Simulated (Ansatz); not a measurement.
# AlFH4O: the cost of one run

All numbers below are computed with Ansatz 0.2.0 (RKS BLYP-D4/def2-SVP).

### 1 The starting structure

Bond lengths: Al1–O2 2.130 Å, O2–H3 1.010 Å, Al1–H4 1.560 Å, Al1–H5 1.560 Å, Al1–F6 1.990 Å. Angles: Al1–O2–H3 109.5°, O2–Al1–H4 120.0°, O2–Al1–H5 120.0°, O2–Al1–F6 71.6°, H4–Al1–H5 120.0°, H4–Al1–F6 96.8°, H5–Al1–F6 101.3°.

As a file:

```xyz
7

Al    0.0000    0.0000    0.0000
O     0.0000    0.0000    2.1300
H    -0.9095   -0.2814    2.4671
H     1.3510    0.0000   -0.7800
H    -1.3510    0.0000   -0.7800
F     0.0892    1.8864    0.6275
H     0.0593    1.2535    1.7062
```

### 2 A restrained relaxation towards end A

Springs on the bonds that form and break draw the guess towards this end; the thresholds are loose.

input.yaml reads:

```yaml
crystal:
  periodic: [false, false, false]
  atoms:
    - { symbol: Al, position_ang: [0.0, 0.0, 0.0] }
    - { symbol: O, position_ang: [0.0, 0.0, 2.13] }
    - { symbol: H, position_ang: [-0.9095, -0.2814, 2.4671] }
    - { symbol: H, position_ang: [1.351, 0.0, -0.78] }
    - { symbol: H, position_ang: [-1.351, 0.0, -0.78] }
    - { symbol: F, position_ang: [0.0892, 1.8864, 0.6275] }
    - { symbol: H, position_ang: [0.0593, 1.2535, 1.7062] }
basis:
  gaussian: { orbitals: def2-SVP }
hamiltonian:
  xc: blyp
  dispersion: d4
relax:
  f_tol: 0.15
  max_steps: 25
  restrain:
    - { distance: [0, 5], at: 2.89, k: 30.0 }
    - { distance: [6, 1], at: 2.21, k: 30.0 }
    - { distance: [0, 1], at: 1.78, k: 30.0 }
    - { distance: [6, 5], at: 0.92, k: 30.0 }
```

On the command line:

```console
ansatz run input.yaml --threads 1 --pin off --max-ram 2048MiB --backend cpu --events-out ev --progress --plain --runs-dir out
```

What time and memory should one allow on 1 thread of Arm Neoverse N1, shared host?

About 22 s, with a peak of 0.12 GiB.
